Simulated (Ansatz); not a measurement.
# AlH5O2: the cost of one run

All numbers below are computed with Ansatz 0.2.0 (RKS PBE-D4/def2-SVP).

### 1 The starting structure

Bond lengths: Al1–H3 1.560 Å, Al1–O4 1.780 Å, O4–H5 1.010 Å, Al1–O6 2.080 Å, O6–H7 1.010 Å. Angles: H3–Al1–O4 120.0°, H3–Al1–O6 105.4°, O4–Al1–O6 92.8°, Al1–O4–H5 109.5°, Al1–O6–H7 109.5°.

As a file:

```xyz
8

Al    0.0000    0.0000    0.0000
H     0.0000    0.0000    1.9100
H     1.3510    0.0000   -0.7800
O    -1.5415    0.0000   -0.8900
H    -2.0512   -0.8467   -0.6815
O    -0.2602    1.9567    0.6559
H    -1.1988    2.2620    0.4419
H    -0.1315    0.9887    1.8084
```

### 2 Pulling towards end A

Springs on the bonds that form and break draw the guess towards this end; the thresholds are loose.

Contents of input.yaml:

```yaml
crystal:
  periodic: [false, false, false]
  atoms:
    - { symbol: Al, position_ang: [0.0, 0.0, 0.0] }
    - { symbol: H, position_ang: [0.0, 0.0, 1.91] }
    - { symbol: H, position_ang: [1.351, 0.0, -0.78] }
    - { symbol: O, position_ang: [-1.5415, 0.0, -0.89] }
    - { symbol: H, position_ang: [-2.0512, -0.8467, -0.6815] }
    - { symbol: O, position_ang: [-0.2602, 1.9567, 0.6559] }
    - { symbol: H, position_ang: [-1.1988, 2.262, 0.4419] }
    - { symbol: H, position_ang: [-0.1315, 0.9887, 1.8084] }
basis:
  gaussian: { orbitals: def2-SVP }
hamiltonian:
  xc: pbe
  dispersion: d4
relax:
  f_tol: 0.15
  max_steps: 25
  restrain:
    - { distance: [0, 5], at: 2.98, k: 30.0 }
    - { distance: [7, 1], at: 1.86, k: 30.0 }
    - { distance: [0, 1], at: 1.56, k: 30.0 }
    - { distance: [7, 5], at: 1.01, k: 30.0 }
output:
  orbitals: {}
```

Command:

```console
> ansatz run input.yaml --threads 1 --pin off --max-ram 2048MiB --backend cpu --events-out ev --progress --plain --runs-dir out
```

**Question.** How long does this run take on 1 thread of Arm Neoverse V2, shared host, and how much memory does it need?

About 15 s, with a peak of 0.12 GiB.
